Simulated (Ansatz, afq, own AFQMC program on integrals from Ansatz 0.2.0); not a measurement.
AFQMC on a folder of integrals that Ansatz 0.2.0 wrote.

```yaml
crystal:
  periodic: [false, false, false]
  atoms:
    - {symbol: Si, position_ang: [0.000000, 0.000000, 0.000000]}
    - {symbol: H, position_ang: [-0.010061, 0.947298, 0.940724]}
    - {symbol: H, position_ang: [-0.014402, -0.940773, 0.947194]}
    - {symbol: H, position_ang: [0.014402, 0.940773, -0.947194]}
    - {symbol: H, position_ang: [0.010061, -0.947298, -0.940724]}
basis:
  gaussian: {orbitals: 6-31G}
magnetization: {spin_polarized: true, initial_magnetization: 2}
correlation: {method: ccsd_t, electrons: outside_noble_gas, hamiltonian_folder: ham}
```

```sh
$ ansatz run in.yaml --threads 1 --pin off --events-out ev --progress --plain --max-ram 1382MiB
```

Options of the walk:

```
--method free --trial cisd --walkers 200 --time-step 0.03 --max-blocks 80 --target-error 0.00034 --factor-cut 1e-05 --seed 7706 --times 0,0.3,0.6,1.2,1.8,2.4,3.6,4.8,6 --taylor-order 8
```

Times are imaginary, in 1/Eh. The walk had a cap of 533 s.

afq prints:

```
orbitals 16  electrons 5 3  factors 108 of 268
reference energy -290.92988158 Eh
CCSD correlation -0.07769734 Eh in 9 cycles, weight of the determinant in the CISD state 0.9440
repeat  energy at the last time / Eh  error
    10  -291.008993  0.000085
    20  -291.008904  0.000071
    30  -291.008899  0.000060
time / (1/Eh)  energy / Eh  error  mean overlap
  0.00  -291.007551  0.000021  1.0590
  0.30  -291.008144  0.000031  1.0603
  0.60  -291.008444  0.000032  1.0583
  1.20  -291.008670  0.000030  1.0667
  1.80  -291.008792  0.000032  1.0636
  2.40  -291.008829  0.000050  1.0642
  3.60  -291.008759  0.000041  1.0857
  4.80  -291.008808  0.000042  1.0798
  6.00  -291.008907  0.000058  1.0630
energy -291.008907 +/- 0.000058 Eh
```

The run passed its tests (error under three times the target), which doesn't prove that it has relaxed.

Against this walk (error 1.6 meV) on the same determinant: CCSD(T) 11.4 meV higher, CCSDT(Q) 1.9 meV higher (within the noise), CCSDTQ 2.1 meV higher (within the noise), full CI (a separate run on its own orbitals, whose frozen core shifts it by up to a few meV) 2.0 meV higher (within the noise). The error is statistical, and a free projection of finite length keeps a remainder of its start.

Cautions: remainder of the start not in the error; lower spins were not checked; full CI with its own frozen core.

The walk took 54 s on 1 thread of Arm Neoverse V1, with other jobs on the host. The log's last line is the free-projection energy.

CCSDT and higher add their correlation energy to the determinant of the CCSD(T) run, since their own runs factorise the integrals more tightly (a shift of under 2 meV). A walk keeps the symmetry of its determinant, which the program's search chose and which needn't be the lowest solution, so a lower state of the same spin and another symmetry isn't excluded.
